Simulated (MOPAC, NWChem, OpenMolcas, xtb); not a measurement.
# A ladder of methods for AlHO2 (SMILES [O]=[Al][OH])

AlHO2 has 4 atoms, charge 0, and is taken as a singlet. SMILES: `[O]=[Al][OH]`. Geometry: a GFN2-xTB relaxation, a rough one for these elements and not checked as a minimum.

| atom | x (Å) | y (Å) | z (Å) |
| --- | --- | --- | --- |
| O | -1.6058 | -1.4037 | -0.6512 |
| Al | -0.4740 | -0.4151 | -0.1913 |
| O | 0.6987 | 0.6090 | 0.2851 |
| H | 1.3811 | 1.2098 | 0.5574 |

Each level gives the dipole moment (D). The values are calculated.

```csv
level,kind,program,value (D),CPU time
AM1,semi-empirical,MOPAC,4.55,under 2 s
PM3,semi-empirical,MOPAC,3.23,under 2 s
PM7,semi-empirical,MOPAC,6.45,under 2 s
GFN2-xTB,semi-empirical,xtb,5.49,under 2 s
HF/ANO-L-MB,Hartree–Fock,OpenMolcas,4.77,1.6 s
HF/STO-3G,Hartree–Fock,NWChem,3.56,1.1 s
HF/3-21G,Hartree–Fock,NWChem,5.78,1.6 s
HF/def2-SVP,Hartree–Fock,NWChem,6.41,2.9 s
BP86/6-31G** (spherical functions),GGA,NWChem,5.10,8.7 s
PBE/6-31+G* (spherical functions),GGA,NWChem,5.54,11 s
```

The values span 3.23 to 6.45 D. Sets without polarisation functions give poor dipoles. Without the sets that lack polarisation functions the rows with a basis span only 5.10 to 6.41 D. CPU times are rough (shared hosts, several kinds of processor): they show what a rung costs within a factor of a few.
